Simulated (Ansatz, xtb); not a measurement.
## C4H8N2: which of two isomers lies lower

We compare a, `N/C=C\C=C/N`, a singlet, with b, `[H]/N=C\CC/C=N/[H]`, a singlet. Both are isolated molecules in the gas phase, relaxed with r2SCAN-D4/def2-SVP; the shapes shown needn't be the lowest conformers.

a (Å):

```xyz
14

C     2.3920   -1.3786    0.8828
C     1.4574   -0.3943    0.7946
C     0.0984   -0.5731    0.3287
C    -0.8972    0.3467    0.4430
N     2.2022   -2.7115    0.5528
N    -0.7843    1.5982    1.0282
H     2.8423   -3.3642    0.9899
H     1.2419   -3.0386    0.5953
H     3.4168   -1.1293    1.1785
H     1.7946    0.6161    1.0501
H    -0.1537   -1.4934   -0.2091
H    -1.8755    0.1467   -0.0073
H    -0.0438    1.6922    1.7166
H    -1.6527    2.0088    1.3505
```

b (Å):

```csv
atom,x (Å),y (Å),z (Å)
C,1.4311,-1.2840,-0.7805
C,0.9092,0.1241,-0.6055
C,-0.5954,0.2178,-0.8826
C,-1.4588,-0.3322,0.2152
N,1.5911,-2.1723,0.1137
N,-0.9770,-0.7337,1.3225
H,1.2912,-1.7848,1.0210
H,1.6744,-1.5664,-1.8256
H,1.1062,0.4706,0.4218
H,1.4416,0.7922,-1.3032
H,-0.8614,-0.2963,-1.8266
H,-0.8978,1.2705,-1.0448
H,-2.5462,-0.3431,-0.0130
H,-1.7253,-1.0595,1.9438
```

Energies in hartree; the thermal terms are from GFN2-xTB frequencies at re-optimised GFN2-xTB minima (ideal gas, soft modes damped towards free rotors, one conformer each, 298.15 K, 1 atm) and include the zero-point energy:

|  | a | b |
| --- | --- | --- |
| E, CCSD(T)/def2-SVP | −265.749549 | −265.756278 |
| E, MP2/def2-SVP | −265.662838 | −265.665622 |
| E, MP2/def2-TZVPP | −266.164913 | −266.160322 |
| zero-point energy | 0.116318 | 0.116366 |
| H(298 K) − E | 0.124496 | 0.124346 |
| G(298 K) − E | 0.086313 | 0.085184 |

Question: Correct the CCSD(T) difference for the basis set by the MP2 change, then work out ΔE, ΔE₀, ΔH and ΔG for a → b in kJ/mol (1 Eh = 2625.50 kJ/mol) and the equilibrium ratio [b]/[a].

Answer: 1. Differences b − a: CCSD(T) −0.006729, MP2 in the small set −0.002784, MP2 in the large set +0.004591 Eh.
2. ΔE = −0.006729 + (+0.004591 − (−0.002784)) = +0.000646 Eh = +1.70 kJ/mol.
3. ΔE₀ = ΔE + ΔZPE = +0.000646 + (+0.000048) Eh = +1.82 kJ/mol.
4. ΔH = ΔE + (−0.000150) Eh = +1.30 kJ/mol.
5. ΔG = ΔE + (−0.001129) Eh = −1.27 kJ/mol, so ΔS = (ΔH − ΔG)/T = +8.6 J/(mol K).
6. kT = 0.9442 mEh, so K = [b]/[a] = exp(−ΔG/kT) = exp(+0.51) ≈ 1.7.

The two are too close for this level to say which is favoured. An error of 4 kJ/mol in ΔG would change K by a factor of 5. The basis-set step is large, which makes the value less sure. Mirror images and further conformers aren't counted.

As drawn, b has 2 C=N, 2 C–C, 2 C–H in place of 2 C–N, 2 C=C, 2 N–H.

Other levels gave ΔE = +17.3 (GFN2-xTB); −54.2 (HF/STO-3G, GFN2-xTB geometries); +33.0 (r2SCAN-D4/def2-SVP//GFN2-xTB); +28.2 (r2SCAN-D4/def2-SVP); −3.0 (HF/def2-SVP); −7.3 (MP2/def2-SVP); −17.7 (CCSD(T)/def2-SVP) kJ/mol. The correlated steps freeze 6 core orbitals. Programs: Ansatz 0.2.0, xtb 6.7.1.
